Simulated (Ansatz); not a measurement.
A made-up structure of H$_{3}$SO (charge +1), closed shell:

```json
{"atom": "O1", "x (Å)": "0.8981", "y (Å)": "0.7809", "z (Å)": "0.2725"}
{"atom": "S2", "x (Å)": "-0.3277", "y (Å)": "-0.4565", "z (Å)": "0.0079"}
{"atom": "H3", "x (Å)": "-1.1760", "y (Å)": "-0.6538", "z (Å)": "1.0523"}
{"atom": "H4", "x (Å)": "0.1415", "y (Å)": "-1.6264", "z (Å)": "-0.5027"}
{"atom": "H5", "x (Å)": "0.5091", "y (Å)": "1.3479", "z (Å)": "-0.4117"}
```

It is relaxed with PBE-D4/def2-SVP and then PBE0-D4/def2-TZVP (Ansatz 0.2.0). Atoms count as bonded within 1.22 times the sum of their covalent radii (H–H: 0.88 Å). The end point is not checked to be a true minimum.

Task: Does its bonding change? (A judgement: the text doesn't fix the answer.)

Result: The calculation gives: No: no bond forms or breaks.

Where it ends: The first stage lowers the energy by 1.12 eV in 8 steps. It ends as H₃SO ([OH][SH2]), total charge +1:
```
5
angstrom
O 0.6818 0.5947 0.2057
S -0.5033 -0.3786 -0.1897
H -0.9692 -0.6883 1.0490
H 0.1875 -1.5422 -0.3163
H 0.6483 1.4066 -0.3305
```

Labels in which every atom is bracketed show which atoms are joined, not bond orders.

For scale, one of the runs: PBE0-D4/def2-TZVP relaxation, 86 basis functions, launched by `ansatz run in.yaml --threads 2 --pin off --events-out ev --progress --plain --max-ram 4352MiB`. The run took about 5.5 s on 2 CPU threads of an Arm Neoverse V2 (shared host).
